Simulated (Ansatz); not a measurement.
Relaxed structures of AlNH3S, doublet (PBE0-D4/def2-TZVP; forces vanish, vibrations not checked; lower isomers may exist, and structures with a doubtful reference or unclear bonds are left out; Å). Program: Ansatz 0.2.0. Basis: def2-TZVPP. Cores are frozen in the correlated methods; orbitals are unrestricted.

Task: Rank them by CCSD(T) energy, lowest first, and give each one's height above the lowest. Links in brackets join atoms within 1.22 times the sum of their covalent radii (1.1 for two metals). (An estimate is asked for; the value comes from the calculation.)
A.
AlNH₃S ([NH][AlH][SH])
```
6
angstrom
N -1.4430 0.0219 -0.3059
Al 0.3067 0.3612 -0.4893
S 1.6279 -0.0824 1.1897
H -1.9933 -0.7912 -0.5618
H 0.8600 1.1249 -1.7507
H 0.6417 -0.6345 1.9180
```
B.
AlNH₃S ([NH2][Al][SH])
```
6
angstrom
N -0.7230 -0.4776 0.1982
Al 0.5599 0.6236 -0.3314
S 2.4912 0.5902 0.7419
H -1.6315 -0.5310 -0.2333
H 2.0871 -0.3789 1.5842
H -0.6596 -1.1329 0.9621
```
C.
AlNH₃S ([AlH][NH][SH])
```
6
angstrom
N 0.2490 0.3527 -0.3432
Al -1.4102 -0.0099 -0.9243
S 1.1202 -0.6897 0.6753
H -2.0840 -1.3285 -0.3205
H 0.8038 1.1384 -0.6493
H 0.8522 -0.1371 1.8789
```
D.
AlNH₃S ([NH2][AlH][S])
```
6
angstrom
N -1.1843 -0.3861 -0.2345
Al 0.4068 0.3290 -0.4805
S 1.9280 0.1478 1.0801
H -1.9290 -0.3387 -0.9109
H 0.7714 1.1041 -1.8053
H -1.4833 -0.8924 0.5824
```

Result: Computed: B (0.00 kcal/mol), D (4.17 kcal/mol), A (31.85 kcal/mol), C (51.83 kcal/mol). Heights count from the lowest.

No T1 diagnostic of these runs exceeds 0.016. ⟨S²⟩ of the unrestricted Hartree–Fock references: 0.75 to 0.76 (a pure state has 0.75).

For scale, one of the runs: CCSD(T)/def2-TZVPP, 157 basis functions, launched by `ansatz run in.yaml --threads 2 --pin off --events-out ev --progress --plain --max-ram 4352MiB`. Time: 69 s of wall clock on 2 CPU threads of an Arm Neoverse V1; the host was shared. Peak host memory: 2.4 GiB.
